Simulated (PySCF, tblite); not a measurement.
A complex of Li+ and 2 × methanol

A gas-phase complex of Li+ and 2 × methanol; charge +1, singlet. The structure comes from a short search (6 tight-binding starts) and was relaxed by PBE0-D3(BJ)/def2-SVPD; another way of binding may lie lower. No frequency run checks that it is a minimum.

Parts: 1 = Li+ ([Li+]), atoms 1, charge +1; 2 = methanol (CO), atoms 2–7; 3 = methanol (CO), atoms 8–13.

```xyz
13

Li   -0.201    0.478    0.774
C     2.022   -0.430    2.471
O     0.641   -0.066    2.327
H     2.499   -0.302    1.493
H     2.113   -1.480    2.779
H     2.517    0.224    3.200
H     0.194   -0.158    3.175
C    -0.680    2.181   -1.576
O    -0.993    1.009   -0.809
H     0.118    2.716   -1.048
H    -1.558    2.835   -1.655
H    -0.323    1.901   -2.576
H    -1.698    0.519   -1.245
```
Atom numbers follow the order of the file, from 1.

```tsv
contact	kind (by geometry)	distance (Å)	angle (°)
Li1···O3	ion contact	1.848	-
Li1···O9	ion contact	1.849	-
```

Interaction energies are complex less parts, with the parts frozen as they stand in it; counterpoise-corrected, in kcal/mol (PySCF).

Task: Give the interaction energy at each level run.

Result: 
```json
{"level": "wB97M-D3(BJ)/def2-TZVPD", "interaction": "-70.64", "superposition error removed": "-0.13"}
{"level": "PBE0-D3(BJ)/def2-TZVPD", "interaction": "-71.00", "superposition error removed": "-0.09"}
```

Task: What holds them together? Decompose the wB97M-D3(BJ)/def2-TZVPD energy: frozen parts, their antisymmetrised product, then relaxation.

Result: electrostatic -64.8, Pauli repulsion +23.9, orbital relaxation -27.9, dispersion correction -1.9 kcal/mol, which sum to the value before the counterpoise correction; the Pauli term holds the exchange-correlation of the frozen density too. Of the attraction, 68 % is electrostatic, 30 % is orbital relaxation, 2 % is dispersion correction.

Task: Are the pair energies additive?

Result: The pairs sum to -75.51 kcal/mol (1–2 -38.4, 1–3 -38.4, 2–3 1.3); the rest of +4.88 is a many-body weakening.

The parts were also relaxed and run alone, at the levels used for the complex: shieldings by PBE0/pcSseg-2; core levels by delta-SCF with SCAN, pcX-2 on the ionised atom and pcseg-1 elsewhere, spin-free X2C.

Values alone: shielding of Li1 (ppm): 95.2; shielding of O3 (ppm): 328.4; shielding of O9 (ppm): 328.4; C2 1s core level (eV): 292.45; O3 1s core level (eV): 539.01.

Task: What does binding change?

Result: 
```tsv
property	alone	in the complex	change
shielding of Li1 (ppm)	95.2	91.5	-3.7
shielding of O3 (ppm)	328.4	330.1	+1.7
shielding of O9 (ppm)	328.4	330.1	+1.7
C2 1s core level (eV)	292.45	297.09	+4.64
O3 1s core level (eV)	539.01	544.60	+5.59
```

The 5 runs behind this took 4.4 min in all, one thread each of Arm Neoverse V1 on a shared host, launched as `OMP_NUM_THREADS=1 python cluster_run.py task.json out`.
